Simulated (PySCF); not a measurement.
Molecule: `CP(C)(=O)O`, C2H7O2P.

Atoms are numbered as in `[CH3:1][P:2]([CH3:3])(=[O:4])[OH:5]`. Each H is labelled by its parent atom.

Geometry PBE0-D3(BJ)/def2-SVP throughout; GIAO in PySCF 2.14.0 with density-fitted response routines, gas phase, one conformer, non-relativistic; equivalent atoms averaged; functional PBE0.

For orientation, STO-3G gives these absolute shieldings σ: C1/C3 225.3, P2 603.8, O4 283.1, O5 339.2, H(C1)/H(C3) 31.66, H(O5) 34.68 ppm.

A run gave: C1/C3 168.2, P2 240.3, O4 171.9, O5 213.4, H(C1)/H(C3) 30.20, H(O5) 29.51 ppm (absolute shieldings σ).

Question: Which basis set was used in that run?
A. def2-TZVP
B. def2-SVP
C. 6-31G
D. 6-31G*

Answer: A. P2 tells them apart best: def2-TZVP gives 240.3, def2-SVP gives 345.0, 6-31G gives 362.7, 6-31G* gives 341.2 ppm.
